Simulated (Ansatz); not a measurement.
Input file:

```yaml
crystal:
  periodic: [false, false, false]
  atoms:
    - {symbol: Ge, position_ang: [0.000158, -0.000101, -0.017546]}
    - {symbol: H, position_ang: [1.464297, 0.000648, 0.442604]}
    - {symbol: H, position_ang: [-0.701030, 1.304162, 0.395821]}
    - {symbol: H, position_ang: [-0.774672, -1.297524, 0.426057]}
basis:
  gaussian: {orbitals: cc-pVTZ}
magnetization: {spin_polarized: true, initial_magnetization: 1}
correlation: {method: ccsdt_q, electrons: outside_noble_gas}
```

```sh
$ ansatz run in.yaml --threads 1 --pin off --events-out ev --progress --plain --max-ram 2393MiB
```

The program prints:

```
1000 factors; integrals over basis functions are off by at most 2.3e-7 eV
mean field evaluation 1: about -56520.3498 eV, gradient 6.9e0 eV
mean field evaluation 2: about -56520.3521 eV, gradient 6.9e0 eV
mean field evaluation 4: about -56520.9643 eV, gradient 1.1e0 eV
mean field evaluation 8: about -56520.9741 eV, gradient 4.3e-4 eV
mean field evaluation 16: about -56520.9718 eV, gradient 3.1e-1 eV
mean field -56520.97411113 eV, -2077.1074872917 hartree, gradient 2.1e-6 eV, S^2 0.755219; 0 other end points of the search recorded, 0 dependent functions left out
14 core orbitals not correlated: weight in the atoms' cores, before any rotation towards them, 1.000 or more for the frozen orbitals, at most 0.000 for the correlated occupied ones
reference -56520.97411113 eV, -2077.1074872917 hartree; 4, 3 occupied and 67, 68 virtual orbitals, 1000 factors
second order -3.05948709 eV of doubles, -0.00000000 eV of singles
cycle   1  -3.54193884 eV  change   -4.8e-1 eV  update   5.8e-2
cycle   2  -3.83271084 eV  change   -2.9e-1 eV  update   2.5e-2
cycle   3  -3.84465106 eV  change   -1.2e-2 eV  update   7.7e-3
cycle   4  -3.84672332 eV  change   -2.1e-3 eV  update   3.5e-3
cycle   5  -3.84695821 eV  change   -2.3e-4 eV  update   9.6e-4
cycle   6  -3.84641726 eV  change    5.4e-4 eV  update   4.6e-4
cycle   7  -3.84657596 eV  change   -1.6e-4 eV  update   1.8e-4
cycle   8  -3.84668474 eV  change   -1.1e-4 eV  update   6.2e-5
cycle   9  -3.84664669 eV  change    3.8e-5 eV  update   2.4e-5
cycle  10  -3.84663943 eV  change    7.3e-6 eV  update   8.3e-6
cycle  11  -3.84664242 eV  change   -3.0e-6 eV  update   3.3e-6
cycle  12  -3.84664338 eV  change   -9.6e-7 eV  update   1.0e-6
cycle  13  -3.84664317 eV  change    2.2e-7 eV  update   4.4e-7
perturbative correction -0.00208808 eV, -0.0000767356 hartree
Total energy: -56524.82284237 eV, -2077.2489255562 hartree
```

Ran on 1 thread of Intel Xeon Platinum 8488C, shared host: 1.9 min wall, 1.1 GiB peak host memory.
